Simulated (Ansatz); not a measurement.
Species: C2H4NO (charge -1, singlet). It need not be the lowest isomer of its formula. Whether it binds its extra electron was not tested at this geometry. 
Geometry from a B3LYP-D3(BJ)/def2-TZVP (Ansatz, an electronic-structure program) optimisation:
```xyz
8

O      0.3996     1.1971     0.4906
C      0.1608     0.0499     0.0146
N      0.9949    -0.8769    -0.4115
C     -1.3275    -0.3368    -0.0888
H     -1.8487     0.3958    -0.7135
H     -1.4628    -1.3358    -0.5063
H     -1.7832    -0.2896     0.9055
H      1.9342    -0.4867    -0.2844
```
Charge -1, spin multiplicity 1.

Basis-set convergence of Hartree-Fock and MP2 correlation energies (hartree) with Ansatz. Valence correlation only, unless marked. No spin-orbit coupling. No relativistic terms. This anion needs diffuse functions, which these sets lack.

```csv
basis,functions,E(HF),"E(corr, MP2)"
cc-pVDZ,-,-207.37939,-0.62920
cc-pVTZ,176,…,…
```

Complete the blanks.


- cc-pVTZ, E(HF): -207.44972
- cc-pVTZ, E(corr, MP2): -0.78873
